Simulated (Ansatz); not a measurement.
# HAlB, doublet: the ladder up to full CI

Geometry: a point of a stretch scan, not a stationary point.

```xyz
3

B     0.0000   -0.1446    1.5108
Al    0.0000    0.0910   -0.5524
H     0.0000   -0.8865   -1.4170
```

Basis 6-31G; Ansatz 0.2.0. Correlated methods freeze the noble-gas cores, which leaves 7 electrons in 18 orbitals. R marks a restricted (for open shells ROHF) determinant, U an unrestricted one. Active spaces: pair = (3e, 3o) about the gap; valence = (7e, 9o) chosen from the atoms' valence shells.

Full CI is exact within this basis and frozen core; it isn't the basis-set limit. The frozen core follows each run's orbitals, which can shift R against U totals by a few meV.

Unrestricted rows (U) aren't spin-pure: their determinants' ⟨S²⟩ exceeds S(S+1) by up to 0.93, so they mix in states of higher spin. HF rows: RHF is the lowest solution found, UHF is the lowest solution found. Coupled cluster chose its determinant by a search with trial CCSD, here up to 0.33 eV above the lowest Hartree–Fock solution of its kind, and MP2 stands on that determinant too.

BCCD(T) turns its orbitals far from the restricted determinant (T1 = 0.202 for the singles of that rotation), so its spin and state can't be checked, and it isn't compared.

```
UHF ⟨S²⟩                          : 1.677
T1 diagnostic (RCCSD)             : 0.1420
largest doubles amplitude (RCCSD) : 0.190
T1 diagnostic (UCCSD)             : 0.0676
```

| level | E − E(full CI) (kJ/mol) | share of correlation (%) | wall time |
| --- | --- | --- | --- |
| RHF† | 303.2 | – | – |
| UHF | 207.7 | 37.94 | – |
| RMP2 | 119.5 | 64.29 | – |
| UMP2 | 87.8 | 73.75 | – |
| RCCSD | 17.9 | 94.66 | – |
| UCCSD | 14.7 | 95.59 | – |
| RCCSD(T) | 4.3 | 98.71 | 2 s |
| UCCSD(T) | 7.2 | 97.83 | 3 s |
| RCCSDT | 1.8 | 99.47 | – |
| UCCSDT* | -0.3 | 100.10 | – |
| RCCSDT(Q) | 0.3 | 99.92 | 6 s |
| UCCSDT(Q)* | -1.9 | 100.58 | 5.5 s |
| RCCSDTQ | 0.1 | 99.97 | 35 s |
| UCCSDTQ | 0.2 | 99.94 | 50 s |
| CASSCF (pair space)† | 201.7 | – | – |
| NEVPT2 (pair space)† | 81.2 | – | 0.75 s |
| MRCISD (pair space)† | 30.7 | – | – |
| MRCISD+Q (pair space)† | 18.8 | – | 0.84 s |
| CASSCF (valence space) | 56.7 | 83.06 | – |
| NEVPT2 (valence space) | 17.7 | 94.71 | 2.5 s |
| MRCISD (valence space) | 1.7 | 99.49 | – |
| MRCISD+Q (valence space) | 0.7 | 99.80 | 3.6 s |

An asterisk marks runs whose energy the program itself flagged as in doubt. A dagger marks rows that describe another state than the reference (another or a broken symmetry, a higher spin or other natural occupations), so the difference holds a gap between states beside the method's error.

The correlation energy at full CI, counted from the determinant under the R cluster runs, is -3.468 eV. That run took 33 s on 1 thread of Arm Neoverse V2, shared host over 1,247,040 determinants.

Run but not shown, since their state, orbitals or frozen core can't be matched to the reference's or they repeat it: CISD, BCCD(T), CISDTQ.

Times hold each run's SCF and search for its determinant on a shared host, so for small cases they say little of a method's own cost; they ran on 1 thread of Arm Neoverse V2. Some runs computed forces too.

Not variational, and here over 5 meV under the exact energy: UCCSDT(Q).

The full-CI state has the irrep A'' of Cs, in the program's axes.

Natural occupations of full CI about the gap: 1.970 1.937 1.668 0.959 0.288 0.060 0.052 0.023 0.016 0.006; effectively unpaired electrons, Σ n²(2−n)², 1.59.
